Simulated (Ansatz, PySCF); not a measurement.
Potential energy curve for NaCl, singlet.

- UHF/cc-pVDZ (Ansatz, a quantum-chemistry and plane-wave program)
- RHF/cc-pVDZ (Ansatz)
- UKS-B3LYP = unrestricted B3LYP/cc-pVDZ (Ansatz)
- RKS-B3LYP = restricted B3LYP/cc-pVDZ in Ansatz
- UKS-PBE = unrestricted PBE/cc-pVDZ (Ansatz)
- RKS-PBE = restricted PBE/cc-pVDZ (Ansatz)
- UKS-B3LYP/6-31G* = unrestricted B3LYP/6-31G*, spherical d run with PySCF 2.14.0
- RKS-B3LYP/6-31G* = restricted B3LYP/6-31G*, spherical d run with PySCF
- UKS-B3LYP/LANL2DZ = PySCF with unrestricted B3LYP/LANL2DZ, with its core potentials past Ne
- RKS-B3LYP/LANL2DZ = restricted B3LYP/LANL2DZ, with its core potentials past Ne run with PySCF
- UKS-BP86/6-31G* = unrestricted BP86/6-31G*, spherical d (PySCF 2.14.0)
- RKS-BP86/6-31G* = restricted BP86/6-31G*, spherical d in PySCF 2.14.0

Scanned distances (Å): 1.90, 2.04, 2.12, 2.20, 2.28, 2.36, 2.46, 2.49, 2.61, 2.76, 2.90, 3.19, 3.48, 3.91, 4.20, 4.75, 5.19, 5.73, 6.40, 7.14.

**Question.** Where does the unrestricted solution first break spin symmetry (<S²> of 0.01 or more)?

**Answer.** UHF: between 4.75 and 5.19 Å; UKS-B3LYP: between 3.91 and 4.20 Å; UKS-PBE: between 3.91 and 4.20 Å; UKS-B3LYP/6-31G*: between 4.20 and 4.75 Å; UKS-B3LYP/LANL2DZ: between 4.20 and 4.75 Å; UKS-BP86/6-31G*: between 3.91 and 4.20 Å.

```
R / Å  <S²> UHF  E(RHF) − E(UHF) / kJ/mol  <S²> UKS-B3LYP  E(RKS-B3LYP) − E(UKS-B3LYP) / kJ/mol  <S²> UKS-PBE  E(RKS-PBE) − E(UKS-PBE) / kJ/mol  <S²> UKS-B3LYP/6-31G*  E(RKS-B3LYP/6-31G*) − E(UKS-B3LYP/6-31G*) / kJ/mol  <S²> UKS-B3LYP/LANL2DZ  E(RKS-B3LYP/LANL2DZ) − E(UKS-B3LYP/LANL2DZ) / kJ/mol  <S²> UKS-BP86/6-31G*  E(RKS-BP86/6-31G*) − E(UKS-BP86/6-31G*) / kJ/mol
-----  --------  ------------------------  --------------  ------------------------------------  ------------  --------------------------------  ---------------------  --------------------------------------------------  ----------------------  ----------------------------------------------------  --------------------  ------------------------------------------------
1.90       0.00                       0.0            0.00                                   0.0          0.00                               0.0                   0.00                                                 0.0                    0.00                                                   0.0                  0.00                                               0.0
2.04       0.00                       0.0            0.00                                   0.0          0.00                               0.0                   0.00                                                 0.0                    0.00                                                   0.0                  0.00                                               0.0
2.12       0.00                       0.0            0.00                                   0.0          0.00                               0.0                   0.00                                                 0.0                    0.00                                                   0.0                  0.00                                               0.0
2.20       0.00                       0.0            0.00                                   0.0          0.00                               0.0                   0.00                                                 0.0                    0.00                                                   0.0                  0.00                                               0.0
2.28       0.00                       0.0            0.00                                   0.0          0.00                               0.0                   0.00                                                 0.0                    0.00                                                   0.0                  0.00                                               0.0
2.36       0.00                       0.0            0.00                                   0.0          0.00                               0.0                   0.00                                                 0.0                    0.00                                                   0.0                  0.00                                               0.0
2.46       0.00                       0.0            0.00                                   0.0          0.00                               0.0                   0.00                                                 0.0                    0.00                                                   0.0                  0.00                                               0.0
2.49       0.00                       0.0            0.00                                   0.0          0.00                               0.0                   0.00                                                 0.0                    0.00                                                   0.0                  0.00                                               0.0
2.61       0.00                       0.0            0.00                                   0.0          0.00                               0.0                   0.00                                                 0.0                    0.00                                                   0.0                  0.00                                               0.0
2.76       0.00                       0.0            0.00                                   0.0          0.00                               0.0                   0.00                                                 0.0                    0.00                                                   0.0                  0.00                                               0.0
2.90       0.00                       0.0            0.00                                   0.0          0.00                               0.0                   0.00                                                 0.0                    0.00                                                   0.0                  0.00                                               0.0
3.19       0.00                       0.0            0.00                                   0.0          0.00                               0.0                   0.00                                                 0.0                    0.00                                                   0.0                  0.00                                               0.0
3.48       0.00                       0.0            0.00                                   0.0          0.00                               0.0                   0.00                                                 0.0                    0.00                                                   0.0                  0.00                                               0.0
3.91       0.00                       0.0            0.00                                   0.0          0.00                               0.0                   0.00                                                 0.0                    0.00                                                   0.0                  0.00                                               0.0
4.20       0.00                       0.0            0.03                                   0.0          0.07                               0.2                   0.00                                                 0.0                    0.00                                                   0.0                  0.04                                               0.1
4.75       0.00                       0.0            0.28                                   4.7          0.27                               3.6                   0.25                                                 3.7                    0.25                                                   3.7                  0.23                                               3.0
5.19       0.97                       8.9            0.38                                  10.0          0.37                               7.3                   0.35                                                 8.4                    0.35                                                   9.1                  0.33                                               6.3
5.73       1.00                      37.7            0.45                                  15.9          0.45                              11.5                   0.43                                                13.9                    0.43                                                  15.3                  0.41                                               9.9
6.40       1.00                      66.8            0.51                                  21.7          0.50                              15.5                   0.49                                                19.5                    0.49                                                  21.4                  0.47                                              13.5
7.14       1.01                      92.6            0.55                                  26.6          0.53                              18.3                   0.53                                                24.1                    0.53                                                  26.6                  0.51                                              16.3
```
